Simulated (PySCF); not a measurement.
Gas-phase reaction: 2 SiCl + O₂ → Si₂O₂ + 2 Cl

Method: PySCF energies (xtb for GFN2) plus ideal-gas RRHO corrections (1 bar). † marks an energy on the PBE0/def2-TZVP geometry and frequencies; other levels use their own. MP2 freezes the core. 6-31G* has spherical d functions here. Open shells (unrestricted): SiCl (multiplicity 2, electronic degeneracy 4), O₂ (multiplicity 3), Cl (multiplicity 2, electronic degeneracy 6); the rest are closed-shell singlets. GFN2 has no spin-polarisation term. Spin-orbit splitting is ignored; it lowers the true energy and changes the entropy of SiCl, Cl. B3LYP is the form with VWN-RPA correlation. Si₂O₂: computed as isolated molecules; such fragments, hydroxides, amides, oligomers or adducts are transient or little studied in the gas. MP2 isn't extrapolated to the basis-set limit; its ΔH°(298 K) is -426.1 kJ in def2-SVP and -482.9 kJ in def2-TZVPP. The harmonic model lacks anharmonicity and excited electronic states, which grow with temperature; levels with a mode under 35 cm⁻¹ are left out.

```tsv
level	ΔE electronic, kJ	ΔH°(298 K), kJ	ΔS°(298 K), J/K	ΔG°(800 K), kJ
B3LYP/6-31G*	-388	-384	-75	-326
B3LYP/def2-TZVP†	-421	-416	-75	-358
GFN2-xTB	-659	-655	-75	-598
HF/6-31G*	-429	-425	-78	-364
HF/def2-TZVP†	-451	-446	-75	-388
MP2/def2-SVP†	-431	-426	-75	-368
PBE/def2-SVP	-317	-313	-72	-258
PBE0/def2-QZVP†	-402	-398	-75	-340
```
ΔH° is lowest at GFN2-xTB and highest at PBE/def2-SVP. No reference value is set beside these.
